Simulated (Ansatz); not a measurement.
C4H7FO (`C=C(F)C(C)O`). Charge 0, multiplicity 1. The geometry is a stationary point of PBE0-D4/def2-TZVP. It is one conformer, not always the lowest.

```xyz
13

C    -0.835   -0.644    1.736
C    -0.854    0.003    0.586
F    -1.676    1.054    0.412
C    -0.042   -0.271   -0.646
C     0.728    0.962   -1.092
O     0.800   -1.384   -0.472
H    -0.198   -1.508    1.851
H    -1.471   -0.336    2.555
H    -0.742   -0.557   -1.441
H     1.447    1.259   -0.322
H     0.057    1.804   -1.269
H     1.269    0.742   -2.012
H     1.517   -1.125    0.114
```

(1) What is the dipole moment at r2SCAN/def2-TZVPP? (Estimate.)

(2) And with PBE, B3LYP, ωB97M-V? (Estimate.)

(3) Give the Mulliken charges with r2SCAN, PBE, ωB97M-V in def2-TZVPP. (Best estimate.)

Answers

(1) Ansatz gave: 1.35 D, with components (1.24, 0.51, 0.18) D in this frame, pointing from negative to positive charge.

(2) Ansatz gave: PBE 1.30 D, B3LYP 1.35 D, ωB97M-V 1.36 D.

(3) Ansatz gave: 
```csv
atom,r2SCAN,PBE,ωB97M-V
C1,-0.26,-0.25,-0.26
C2,0.17,0.15,0.17
F3,-0.21,-0.17,-0.21
C4,0.25,0.14,0.10
C5,-0.16,-0.26,-0.31
O6,-0.36,-0.30,-0.32
H7,0.09,0.09,0.10
H8,0.10,0.10,0.11
H9,0.03,0.08,0.10
H10,0.04,0.07,0.10
H11,0.06,0.09,0.11
H12,0.06,0.10,0.12
H13,0.19,0.18,0.17
```

B3LYP here is the variant with VWN-RPA as its local correlation; programs differ in this.
